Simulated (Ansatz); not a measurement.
# Al2H2 (singlet): RKS PBE0, RPA-PBE over a scan of the distance Al1–H3, 6-31G

How well do these functionals follow the top wave-function level for Al2H2 (singlet) over a scan of the distance Al1–H3?

Method: 6-31G, all electrons in the functionals, frozen cores in the correlation of double hybrids and RPA; program: Ansatz 0.2.0, Gaussian basis.

To be run: RKS PBE0, RPA-PBE, at 1.273 Å; 1.449 Å; 1.617 Å; 1.796 Å; 1.950 Å; 2.195 Å; 2.623 Å; 3.061 Å; 3.567 Å; 4.400 Å; 5.575 Å.

9 further runs of the same task are left out: 8 that didn't finish, 1 set aside as unsound or not needed.

## (1) The system

The geometry derives from a PBE0/def2-TZVP stationary point (not a proven minimum). One bond is set to the value named and the two fragments are kept rigid.

4 atoms, charge 0, spin multiplicity 1.

Atoms are counted from 1 here; the program's logs count them from 0.

Bond lengths: Al1–Al2 2.634 Å, Al1–H3 1.617 Å, Al1–H4 1.823 Å, Al2–H4 1.894 Å. Angles: Al2–Al1–H3 148.7°, Al2–Al1–H4 46.0°, H3–Al1–H4 102.7°, Al1–Al2–H4 43.8°, Al1–H4–Al2 90.2°.

No dispersion term is added.

The geometry shown and the zero of energy belong to the point 1.617 Å. The yardstick, FCI, and other wave-function levels (R restricted, U unrestricted, valence and pair active spaces) come from earlier runs.

## (2) RKS PBE0, 1.273 Å

The input, in.yaml:

```yaml
crystal:
  periodic: [false, false, false]
  atoms:
    - {symbol: Al, position_ang: [0.000000, 0.089503, 1.270143]}
    - {symbol: Al, position_ang: [0.000000, -0.022286, -1.361482]}
    - {symbol: H, position_ang: [0.000000, -0.525242, 2.384871]}
    - {symbol: H, position_ang: [0.000000, -1.274071, 0.060179]}
basis:
  gaussian: {orbitals: 6-31G}
hamiltonian: {xc: {name: PBE0}}
```

Launch:

```console
$ ansatz run in.yaml --threads 1 --pin off --events-out ev --progress --plain --max-ram 2393MiB
```

The runs that follow: RKS PBE0, 1.449 Å; RKS PBE0, 1.617 Å; RKS PBE0, 1.796 Å; RKS PBE0, 1.950 Å; RKS PBE0, 2.195 Å; RKS PBE0, 2.623 Å; RKS PBE0, 3.061 Å; RKS PBE0, 3.567 Å; RKS PBE0, 4.400 Å; RKS PBE0, 5.575 Å; RPA-PBE, 1.273 Å; RPA-PBE, 1.449 Å; RPA-PBE, 1.617 Å; RPA-PBE, 1.796 Å; RPA-PBE, 1.950 Å; RPA-PBE, 2.195 Å; RPA-PBE, 2.623 Å; RPA-PBE, 3.061 Å; RPA-PBE, 3.567 Å; RPA-PBE, 4.400 Å; RPA-PBE, 5.575 Å.

Before running them: what should the planned runs give, taken together? Wanted: span of the FCI curve; largest miss, RKS PBE0; largest miss, RPA-PBE.

The runs gave:

| quantity | value |
| --- | --- |
| span of the FCI curve | 52.6 kcal/mol |
| largest miss, RKS PBE0 | +48.3 kcal/mol (5.575 Å) |
| largest miss, RPA-PBE | +3.2 kcal/mol (3.061 Å) |

What this shows: Of the functionals, RPA-PBE keep the smallest largest miss at the points compared (at most 3.2 kcal/mol) and RKS PBE0 strays most (48.3 kcal/mol, at 5.575 Å). RPA-PBE clearly breaks the spin symmetry at some points (⟨S²⟩ up to 1.00 above the pure value), so energy there is bought with a mixed spin. Functionals and the yardstick converge differently with the basis, so part of each miss in 6-31G is the basis.
